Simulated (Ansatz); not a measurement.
Cost and result for the atomization energy of `CN(C)P` (12 atoms, 11 bonds).

Z-matrix (Å, degrees):
```
C
N 1 1.447
H 1 1.101 2 113.0
H 1 1.095 2 109.7 3 -120.2
H 1 1.091 2 109.9 3 120.9
C 2 1.443 1 113.5 3 60.6
P 2 1.700 1 115.7 3 -83.3
H 6 1.091 2 110.0 1 170.7
H 6 1.095 2 109.9 1 51.7
H 6 1.102 2 112.6 1 -68.7
H 7 1.421 2 97.8 1 -167.6
H 7 1.438 2 102.7 1 98.5
```

Total charge 0; spin multiplicity 1. The geometry is a stationary point of PBE0-D4/def2-TZVP. It is one conformer, not always the lowest. Program: Ansatz. All runs use 4 threads of a server CPU on a shared host. Times are those of one run each, without the atoms' runs, and a repeat can differ threefold. Electronic energies, without spin–orbit coupling; frozen cores. CCSD(T)/CBS adds CCSD(T) − MP2 in def2-TZVPP to the MP2 limit, and its time is that of the two runs behind it. T1 = 0.011. B3LYP takes the VWN-RPA correlation (the form of Gaussian; ORCA's B3LYP/G).

CCSD(T)/CBS is a level of theory with its own doubt, some kJ/mol a heavy atom from the limit and from the frozen cores, so smaller differences don't rank the functionals.

| level | functions | wall time |
| --- | --- | --- |
| revPBE-D4/def2-TZVPP | 247 | 4 s |
| PBE0-D4/def2-TZVPP | 247 | 6 s |
| CCSD(T)/def2-SVP | 100 | 7 s |
| r2SCANh-D4/def2-TZVPP | 247 | 7.5 s |
| B3LYP-D4/def2-TZVPP (with forces) | 247 | 8.5 s |
| PBE-QIDH/def2-TZVPP | 247 | 11 s |
| B2PLYP/def2-TZVPP | 247 | 11 s |
| B97M-V/def2-TZVPP | 247 | 14 s |
| ωB97X-V/def2-TZVPP | 247 | 15 s |
| ωB97M-V/def2-TZVPP (with forces) | 247 | 19 s |
| MP2/def2-QZVPP | 481 | 61 s |
| CCSD(T)/def2-TZVPP | 247 | 2.3 min |
| CCSD(T)/CBS(def2) | – | 3.4 min |

Q: What atomization energy does each give, and how far from CCSD(T)/CBS? (An estimate is asked.)

A: Ansatz gave: 
```
                            level  atomization (kcal/mol)  difference from CCSD(T)/CBS  per bond
             revPBE-D4/def2-TZVPP                   992.9                         -1.1      -0.1
               PBE0-D4/def2-TZVPP                   997.8                          3.8       0.3
                 CCSD(T)/def2-SVP                   934.7                        -59.3      -5.4
            r2SCANh-D4/def2-TZVPP                   987.7                         -6.3      -0.6
B3LYP-D4/def2-TZVPP (with forces)                  1002.1                          8.1       0.7
              PBE-QIDH/def2-TZVPP                   985.5                         -8.5      -0.8
                B2PLYP/def2-TZVPP                   985.8                         -8.2      -0.7
                B97M-V/def2-TZVPP                   998.5                          4.5       0.4
               ωB97X-V/def2-TZVPP                  1003.0                          9.0       0.8
 ωB97M-V/def2-TZVPP (with forces)                  1002.3                          8.3       0.8
                   MP2/def2-QZVPP                   985.5                         -8.5      -0.8
               CCSD(T)/def2-TZVPP                   966.9                        -27.1      -2.5
                CCSD(T)/CBS(def2)                   994.0                          0.0       0.0
```

From PBE to PBE0 (25 % exact exchange), in def2-TZVPP and without D4, the atomization energy moves by −14.7 kcal/mol: exact exchange takes away binding that semilocal exchange gives to molecules. At CCSD(T), def2-SVP lies −59.3 kcal/mol from the extrapolated value and def2-TZVPP −27.0 kcal/mol: correlation converges slowly with the basis, and small sets miss more of it in the bonded molecule than in its fragments. The D4 term adds +8.9 kcal/mol with B3LYP and +4.6 kcal/mol with PBE0; it sums over pairs of atoms, weighted by their polarisabilities, and B3LYP, whose exchange is more repulsive, gets the larger term.
